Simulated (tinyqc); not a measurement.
Inside a calculation. Method: UHF in the sto-3g basis, for H2O, spin multiplicity 1. One step of it, computed by the program tinyqc.

Task: Iteration 1: diagonalisation and new density. Diagonalise F' = X^T F X, C = X C', fill 5 alpha and 5 beta electrons from the bottom; D(s) = C_occ C_occ^T. Each column has its largest component positive (the first on a tie).

F(alpha) (hartree), order 1O 1s, 1O 2s, 1O 2px, 1O 2py, 1O 2pz, 2H 1s, 3H 1s:
```
[[-19.038112, -4.920964, 0.002064, 0.000000, -0.009667, -1.000206, -1.000206],
 [-4.920964, -1.939476, -0.007727, 0.000000, -0.160636, -0.708361, -0.708361],
 [0.002064, -0.007727, 0.258495, 0.000000, -0.008125, -0.097898, -0.097898],
 [0.000000, 0.000000, 0.000000, 0.003676, 0.000000, -0.220517, 0.220517],
 [-0.009667, -0.160636, -0.008125, 0.000000, 0.104103, -0.178072, -0.178072],
 [-1.000206, -0.708361, -0.097898, -0.220517, -0.178072, -0.211393, -0.238239],
 [-1.000206, -0.708361, -0.097898, 0.220517, -0.178072, -0.238239, -0.211393]]
```

F(beta) (hartree), order 1O 1s, 1O 2s, 1O 2px, 1O 2py, 1O 2pz, 2H 1s, 3H 1s:
```
[[-19.038112, -4.920964, -0.002064, 0.000000, -0.009667, -1.000206, -1.000206],
 [-4.920964, -1.939476, 0.007727, 0.000000, -0.160636, -0.708361, -0.708361],
 [-0.002064, 0.007727, 0.258495, 0.000000, 0.008125, 0.097898, 0.097898],
 [0.000000, 0.000000, 0.000000, 0.003676, 0.000000, -0.220517, 0.220517],
 [-0.009667, -0.160636, 0.008125, 0.000000, 0.104103, -0.178072, -0.178072],
 [-1.000206, -0.708361, 0.097898, -0.220517, -0.178072, -0.211393, -0.238239],
 [-1.000206, -0.708361, 0.097898, 0.220517, -0.178072, -0.238239, -0.211393]]
```

X, order 1O 1s, 1O 2s, 1O 2px, 1O 2py, 1O 2pz, 2H 1s, 3H 1s:
```
[[1.024014, -0.140932, 0.000000, 0.000000, -0.007795, 0.021217, 0.021217],
 [-0.140932, 1.209873, 0.000000, 0.000000, 0.080653, -0.268251, -0.268251],
 [0.000000, 0.000000, 1.000000, 0.000000, 0.000000, 0.000000, 0.000000],
 [0.000000, 0.000000, 0.000000, 1.111372, 0.000000, -0.221980, 0.221980],
 [-0.007795, 0.080653, 0.000000, 0.000000, 1.034611, -0.115516, -0.115516],
 [0.021217, -0.268251, 0.000000, -0.221980, -0.115516, 1.172465, -0.064507],
 [0.021217, -0.268251, 0.000000, 0.221980, -0.115516, -0.064507, 1.172465]]
```

Give: F' = X^T F X; orbital energies; coefficients C; F' = X^T F X; orbital energies; coefficients C; D(alpha) after iteration 1; D(beta) after iteration 1.

Result:

F' = X^T F X (alpha) (hartree):
```
[[-18.661, -2.644, -0.001, 0.000, -0.020, -0.147, -0.147],
 [-2.644, -0.850, 0.042, 0.000, -0.034, -0.378, -0.378],
 [-0.001, 0.042, 0.258, 0.000, 0.014, -0.105, -0.105],
 [0.000, 0.000, 0.000, 0.225, 0.000, -0.333, 0.333],
 [-0.020, -0.034, 0.014, 0.000, 0.173, -0.185, -0.185],
 [-0.147, -0.378, -0.105, -0.333, -0.185, 0.185, -0.099],
 [-0.147, -0.378, -0.105, 0.333, -0.185, -0.099, 0.185]]
```

orbital energies (alpha) (hartree): [-19.049, -0.789, -0.218, 0.042, 0.224, 0.578, 0.726]

coefficients C (alpha), order 1O 1s, 1O 2s, 1O 2px, 1O 2py, 1O 2pz, 2H 1s, 3H 1s:
```
[[0.993, -0.232, 0.000, 0.125, 0.016, -0.115, 0.000],
 [0.030, 0.824, 0.000, -0.634, -0.133, 0.731, 0.000],
 [0.000, 0.040, 0.000, 0.334, 0.853, 0.400, 0.000],
 [0.000, 0.000, 0.595, 0.000, 0.000, 0.000, 0.990],
 [0.003, 0.156, 0.000, 0.639, -0.545, 0.612, 0.000],
 [-0.006, 0.172, 0.437, 0.369, 0.180, -0.708, -0.789],
 [-0.006, 0.172, -0.437, 0.369, 0.180, -0.708, 0.789]]
```

F' = X^T F X (beta) (hartree):
```
[[-18.661, -2.644, 0.001, 0.000, -0.020, -0.147, -0.147],
 [-2.644, -0.850, -0.042, 0.000, -0.034, -0.378, -0.378],
 [0.001, -0.042, 0.258, 0.000, -0.014, 0.105, 0.105],
 [0.000, 0.000, 0.000, 0.225, 0.000, -0.333, 0.333],
 [-0.020, -0.034, -0.014, 0.000, 0.173, -0.185, -0.185],
 [-0.147, -0.378, 0.105, -0.333, -0.185, 0.185, -0.099],
 [-0.147, -0.378, 0.105, 0.333, -0.185, -0.099, 0.185]]
```

orbital energies (beta) (hartree): [-19.049, -0.789, -0.218, 0.042, 0.224, 0.578, 0.726]

coefficients C (beta), order 1O 1s, 1O 2s, 1O 2px, 1O 2py, 1O 2pz, 2H 1s, 3H 1s:
```
[[0.993, -0.232, 0.000, 0.125, -0.016, -0.115, 0.000],
 [0.030, 0.824, 0.000, -0.634, 0.133, 0.731, 0.000],
 [0.000, -0.040, 0.000, -0.334, 0.853, -0.400, 0.000],
 [0.000, 0.000, 0.595, 0.000, 0.000, 0.000, 0.990],
 [0.003, 0.156, 0.000, 0.639, 0.545, 0.612, 0.000],
 [-0.006, 0.172, 0.437, 0.369, -0.180, -0.708, -0.789],
 [-0.006, 0.172, -0.437, 0.369, -0.180, -0.708, 0.789]]
```

D(alpha) after iteration 1, order 1O 1s, 1O 2s, 1O 2px, 1O 2py, 1O 2pz, 2H 1s, 3H 1s:
```
[[1.056, -0.243, 0.046, 0.000, 0.038, 0.003, 0.003],
 [-0.243, 1.099, -0.292, 0.000, -0.204, -0.116, -0.116],
 [0.046, -0.292, 0.840, 0.000, -0.245, 0.283, 0.283],
 [0.000, 0.000, 0.000, 0.354, 0.000, 0.260, -0.260],
 [0.038, -0.204, -0.245, 0.000, 0.729, 0.164, 0.164],
 [0.003, -0.116, 0.283, 0.260, 0.164, 0.389, 0.007],
 [0.003, -0.116, 0.283, -0.260, 0.164, 0.007, 0.389]]
```

D(beta) after iteration 1, order 1O 1s, 1O 2s, 1O 2px, 1O 2py, 1O 2pz, 2H 1s, 3H 1s:
```
[[1.056, -0.243, -0.046, 0.000, 0.038, 0.003, 0.003],
 [-0.243, 1.099, 0.292, 0.000, -0.204, -0.116, -0.116],
 [-0.046, 0.292, 0.840, 0.000, 0.245, -0.283, -0.283],
 [0.000, 0.000, 0.000, 0.354, 0.000, 0.260, -0.260],
 [0.038, -0.204, 0.245, 0.000, 0.729, 0.164, 0.164],
 [0.003, -0.116, -0.283, 0.260, 0.164, 0.389, 0.007],
 [0.003, -0.116, -0.283, -0.260, 0.164, 0.007, 0.389]]
```
